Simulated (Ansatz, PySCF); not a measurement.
CH₄, SMILES C. Atoms are numbered in the order given.

```xyz
5

C      0.0000     0.0000     0.0000
H      0.6291    -0.6291     0.6291
H     -0.6291    -0.6291    -0.6291
H     -0.6291     0.6291     0.6291
H      0.6291     0.6291    -0.6291
```
Charge 0, spin multiplicity 1.

Coordinates come from a PBE0-D3(BJ)/def2-TZVPD optimisation.

Two levels are set side by side: PBE-D3(BJ)/def2-TZVPD (Ansatz, a first-principles code) and PBE0-D3(BJ)/def2-TZVPD (Ansatz). Each level has its own optimised geometry; the coordinates shown are those of the second. Frequencies come from the Hessian of PySCF at each geometry. Differences are taken from unrounded values.

```tsv
quantity	PBE0-D3(BJ)
mean bond length (Å)	1.090
bond C1–H2 (Å)	1.090
bond C1–H3 (Å)	1.090
bond C1–H4 (Å)	1.090
bond C1–H5 (Å)	1.090
highest harmonic wavenumber (cm⁻¹)	3167
mean harmonic wavenumber (cm⁻¹)	2180
zero-point energy (kcal/mol)	28.05
```

Question: What does PBE-D3(BJ) give, and how far is it from PBE0-D3(BJ)? (An estimate is asked for; the answer gives what the named calculation found.)

Answer: 
| quantity | PBE-D3(BJ) | PBE-D3(BJ) minus PBE0-D3(BJ) |
|---|---|---|
| mean bond length (Å) | 1.097 | 0.007 |
| bond C1–H2 (Å) | 1.097 | 0.007 |
| bond C1–H3 (Å) | 1.097 | 0.007 |
| bond C1–H4 (Å) | 1.097 | 0.007 |
| bond C1–H5 (Å) | 1.097 | 0.007 |
| highest harmonic wavenumber (cm⁻¹) | 3087 | -80 |
| mean harmonic wavenumber (cm⁻¹) | 2122 | -58 |
| zero-point energy (kcal/mol) | 27.30 | -0.75 |

Exact exchange shortens and stiffens bonds; PBE has none. Differences between two approximate levels are no errors against the true value.
